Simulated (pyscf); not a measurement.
PySCF, gas phase, ωB97X-D3(BJ)/def2-SVP geometries.

SMILES: [AsH]=O
```xyz
3

O      0.9991    -0.8001    -0.2420
As     0.0385     0.0979    -1.1885
H     -0.1145     1.4131    -0.3569
```

**Question.** What is the homolytic dissociation enthalpy (298 K, ωB97M-D3(BJ)/def2-TZVP) of the As–H bond of O=AsH, to O=As• + H•?

**Answer.** As–H to O=As• + H•: 253.3 kJ/mol. The 7 functionals that were run give +245.1 (PBE) to +254.8 kJ/mol (ωB97X-D3(BJ)). The radicals are drawn with the spin at the cut bond; how far it spreads was not checked. O=AsH lies 31.2 kJ/mol over its isomer HO–As: [triplet], and others may lie lower still (electronic energy, ωB97M-D3(BJ)). The term symbol of open-shell O=As• was not checked; spin-orbit terms are left out. Elements up to Kr have no core potential and no relativistic terms here.
